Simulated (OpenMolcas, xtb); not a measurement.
## A ladder of methods for AlSiH4O (SMILES [AlH][O][SiH3])

AlSiH4O has 7 atoms, charge 0, and is taken as a doublet. SMILES: `[AlH][O][SiH3]`. Geometry: relaxed at PBE0-D4/def2-TZVP. This is one conformer, not always the lowest.

Each level gives the vertical electron affinity (to the singlet anion) (eV). The values are calculated.

The electron affinity is E(neutral) − E(anion): positive where the electron is bound.

```json
{"level": "GFN2-xTB", "kind": "semi-empirical", "program": "xtb", "value (eV)": "4.58", "CPU time (all runs)": "under 2 s"}
{"level": "GFN1-xTB", "kind": "semi-empirical", "program": "xtb", "value (eV)": "6.41", "CPU time (all runs)": "under 2 s"}
{"level": "UHF/aug-cc-pVDZ", "kind": "Hartree–Fock", "program": "OpenMolcas", "value (eV)": "-0.14", "CPU time (all runs)": "34 s"}
{"level": "USVWN5/aug-cc-pVDZ", "kind": "LDA", "program": "OpenMolcas", "value (eV)": "1.08", "CPU time (all runs)": "84 s"}
{"level": "U-revPBE/aug-cc-pVDZ", "kind": "GGA", "program": "OpenMolcas", "value (eV)": "0.86", "CPU time (all runs)": "2 min"}
{"level": "UTPSS/aug-cc-pVDZ", "kind": "meta-GGA", "program": "OpenMolcas", "value (eV)": "0.84", "CPU time (all runs)": "3 min"}
{"level": "UBHLYP/aug-cc-pVDZ", "kind": "global hybrid", "program": "OpenMolcas", "value (eV)": "0.75", "CPU time (all runs)": "1.8 min"}
```

Where it was recorded, the anion's HOMO is positive in USVWN5/aug-cc-pVDZ, U-revPBE/aug-cc-pVDZ, UTPSS/aug-cc-pVDZ, UBHLYP/aug-cc-pVDZ: a fault of the level (basis or self-interaction), which says nothing on whether the real anion is bound. The values span -0.14 to 6.41 eV. The xTB values lack the empirical shift that such differences need. CPU times are rough (shared hosts, several kinds of processor and program).
